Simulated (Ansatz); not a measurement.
Species: Cl, SMILES `[Cl]` (charge 0, multiplicity 2), formula Cl.

Problem. How many basis functions does frozen-core CCSD(T)/cc-pVTZ (Ansatz, a quantum-chemistry and plane-wave program) use, how many core orbitals are frozen, and how many electrons are correlated?

Solution. 34 basis functions and 5 frozen orbitals, which leaves 7 correlated electrons. Core time is of the order of seconds.
